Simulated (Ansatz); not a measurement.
in.yaml

```yaml
crystal:
  periodic: [false, false, false]
  atoms:
    - {symbol: B, position_ang: [0.000000, 0.000000, 1.051329]}
    - {symbol: Al, position_ang: [0.000000, 0.000000, -0.857484]}
    - {symbol: H, position_ang: [0.000000, 0.000000, 2.234417]}
    - {symbol: H, position_ang: [0.000000, 0.000000, -2.428262]}
basis:
  gaussian: {orbitals: 6-31G}
magnetization: {spin_polarized: false, initial_magnetization: 2}
correlation: {method: fci, electrons: outside_noble_gas}
```

```sh
$ ansatz run in.yaml --threads 1 --pin off --events-out ev --progress --plain --max-ram 2393MiB
```

Roughly how long does this take on 1 thread of Arm Neoverse N1, shared host, and how much host memory?

1.8 min wall and 0.66 GiB.

```
539 factors; integrals over basis functions are off by at most 7.8e-8 eV
mean field evaluation 1: about -7281.2491 eV, gradient 9.8e0 eV
mean field evaluation 2: about -7281.2533 eV, gradient 9.8e0 eV
mean field evaluation 4: about -7281.9163 eV, gradient 9.4e-1 eV
mean field evaluation 8: about -7281.9225 eV, gradient 5.1e-4 eV
mean field evaluation 16: about -7281.7164 eV, gradient 1.6e0 eV
mean field -7281.92254940 eV, -267.6057178261 hartree, gradient 2.0e-6 eV, S^2 2.000000; 2 other end points of the search recorded, 0 dependent functions left out
mean field evaluation 32: about -7281.8004 eV, gradient 1.4e0 eV
6 core orbitals not correlated: weight in the atoms' cores, before any rotation towards them, 1.000 or more for the frozen orbitals, at most 0.000 for the correlated occupied ones
reference -7281.92254940 eV, -267.6057178261 hartree; 5, 3 occupied and 15, 17 virtual orbitals, 539 factors
state -7284.70027167 eV, -267.7077972366 hartree
Total energy: -7284.70027167 eV, -267.7077972366 hartree
```
